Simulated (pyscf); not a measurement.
PySCF, gas phase, ωB97X-D3(BJ)/def2-SVP geometries.

Problem. For the elementary gas-phase step `[NH2][GaH][NH2]` + `[H][H]` -> `[NH2][GaH2]` + `[NH3]` (singlet surface; Ga–N, H–H broken, Ga–H, H–N formed), what barrier and reaction energy does ωB97M-D3(BJ)/def2-TZVP give, measured from the separated reactants?

Solution. ΔE‡ = 105.4 kJ/mol, ΔE = +10.8 kJ/mol. Zero-point energy shifts the barrier by +11.7 kJ/mol. It is a four-centre exchange, with an imaginary mode of 1406i cm⁻¹. On the product side the descent ends in an adduct with a Ga–N contact, 82.2 kJ/mol under the separated species and 169.1 kJ/mol under the saddle at ωB97X-D3(BJ)/def2-TZVP. What is counted as broken (Ga–N) persists as a longer contact in the product adduct; parting that adduct is a step of its own. At the saddle there is also a short Ga–H contact that neither side keeps. One saddle was located; it need not be the lowest between these sides. Elements up to Kr have no core potential and no relativistic terms here.
